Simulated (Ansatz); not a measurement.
Ansatz (a program for electronic structure) input:
A basis named .json is the Basis Set Exchange file of that set.

Ansatz 0.2 input:
```yaml
crystal:
  periodic: [false, false, false]
  atoms:
    - {symbol: C, position_ang: [1.22575544, 0.17309225, 0.00894148]}
    - {symbol: C, position_ang: [-0.03107836, 0.64387051, -0.00922939]}
    - {symbol: H, position_ang: [1.47813325, -0.91357007, 0.02636841]}
    - {symbol: H, position_ang: [2.10642756, 0.82312597, 0.00806544]}
    - {symbol: C, position_ang: [-1.09160938, -0.43922734, -0.00400391]}
    - {symbol: H, position_ang: [-0.69725428, -1.48823368, 0.01421419]}
    - {symbol: H, position_ang: [-1.76093960, -0.33173915, 0.86187210]}
    - {symbol: H, position_ang: [-1.74477312, -0.35599558, -0.88476921]}
basis:
  gaussian:
    orbitals: aug-cc-pVQZ
    fitting: {mean_field: def2-universal-jkfit, correlation: aug-cc-pVQZ-RIFIT.json}
total_charge: -1
magnetization: {spin_polarized: false}
correlation: {method: mp2, electrons: outside_noble_gas}
```

### Question
What final total energy does it print?

### Answer
-117.01061 Eh (RI-MP2/aug-cc-pVQZ). The basis has 470 functions.

It need not be the lowest isomer of its formula. Whether it binds its extra electron was not tested at this geometry.
